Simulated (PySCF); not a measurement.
Relaxation of singlet SF₂

All numbers come from PySCF, PBE0, basis S def2-TZVP, F def2-TZVP (no relativity, density fitting). A (50,194) grid was used.

A start displaced from a saddle point along its imaginary mode, of C2v symmetry, held to at least that symmetry:

```xyz
3
charge 0 multiplicity 1, angstrom
S    -0.1184    0.0195    0.0000
F     0.0996   -0.0164    1.6631
F     0.0996   -0.0164   -1.6631
```

Optimiser trace:
```
step  E − E(last) (kJ/mol)  largest gradient (Eh/bohr)
   0                220.77                     0.03511
   1                142.60                     0.03617
   2                 76.80                     0.05550
   3                  7.67                     0.02219
   4                  2.36                     0.02356
   5                  1.34                     0.01641
   6                  0.24                     0.00347
   7                  0.01                     0.00125
   8                  0.00                     0.00012
```

It ends at C2v with S–F 1.590 Å (×2); F–S–F 98.6°. A frequency run shows a minimum.
